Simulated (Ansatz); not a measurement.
A made-up structure of CHFNa, doublet:

```
4
angstrom
F -0.2625 -1.2849 0.7897
C 0.2702 0.0026 0.0892
Na -1.4626 1.1922 -1.3077
H 1.4549 0.0901 0.4289
```

It is relaxed with PBE-D4/def2-SVP and then PBE0-D4/def2-TZVP (Ansatz 0.2.0). Atoms count as bonded within 1.22 times the sum of their covalent radii (H–H: 0.88 Å). The end point is not checked to be a true minimum.

**Question.** Does its bonding change? (Judge from chemistry; the calculation decides.)

**Answer.** Computed: No: no bond forms or breaks.

Where it ends: The first stage lowers the energy by 0.63 eV in 15 steps. It ends as CHFNa ([F][CH][Na]):
F1  (-0.233, -1.148, 0.705)
C2  (0.241, 0.002, 0.080)
Na3  (-1.307, 1.064, -1.167)
H4  (1.299, 0.081, 0.383)
(Å)

Labels in which every atom is bracketed show which atoms are joined, not bond orders.

For scale, one of the runs: PBE0-D4/def2-TZVP relaxation, 100 basis functions, launched by `ansatz run in.yaml --threads 2 --pin off --events-out ev --progress --plain --max-ram 4352MiB`. Hardware: 2 CPU threads of an Arm Neoverse V2, shared host. Wall time about 12 s.
